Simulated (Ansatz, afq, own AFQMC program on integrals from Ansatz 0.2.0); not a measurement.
## HClO, triplet: AFQMC among the cluster methods

```xyz
3

Cl    0.0000    0.0000   -1.2963
H     0.0000    0.0000   -0.0175
O     0.0000    0.0000    1.3137
```

Connectivity, by distances: ClH ··· O.

Basis cc-pVTZ. Only valence electrons are correlated. AFQMC by an in-house program on the Cholesky factors that Ansatz 0.2.0 writes for its CCSD(T) run. ph-AFQMC/CISD is guided by a CISD state made of CCSD amplitudes; releasing the constraint for a short imaginary time cuts its bias at the price of noise, slowly where states lie close. Error bars are statistical, one sigma.

Determinant: UHF, the one that the program's search chose, which needn't be the lowest solution. The geometry is a point of a scan.

No full CI on the walks' own integrals is used here; CCSDT(Q) serves as the reference and is uncertain by about the last step of the cluster series.

Cautions: lower spins were not checked; the search met a lower determinant of the same kind, perhaps of another symmetry (67 meV lower); the released energies move by 1.5 errors or more from one time to the next, so no released level is given (meV from the phaseless value at times in 1/Eh: -3 ± 14 at 0.24, -22 ± 5 at 0.51, -22 ± 4 at 0.99, -42 ± 8 at 1.62, -40 ± 16 at 2.40).

```
T1 diagnostic                               : 0.0167
weight of the determinant in the CISD state : 0.879
⟨S²⟩ of the determinant                     : 2.020
size of the correlated space                : 14 electrons in 72 orbitals
```

Reference: CCSDT(Q), correlation energy -11.156 eV.

| level | E − E(reference) (kJ/mol) | share of correlation (%) |
| --- | --- | --- |
| HF | 1076.4 | 0.00 |
| MP2 | 132.5 | 87.69 |
| CCSD | 37.4 | 96.52 |
| CCSD(T) | 4.1 | 99.62 |
| CCSDT | 1.4 | 99.87 |
| ph-AFQMC/HF | 4.0 ± 2.6 | 99.63 |
| ph-AFQMC/CISD | 2.3 ± 0.3 | 99.79 |

A walk keeps the symmetry of its determinant, which the program's search chose and which needn't be the lowest solution, so a lower state of the same spin and another symmetry isn't excluded.
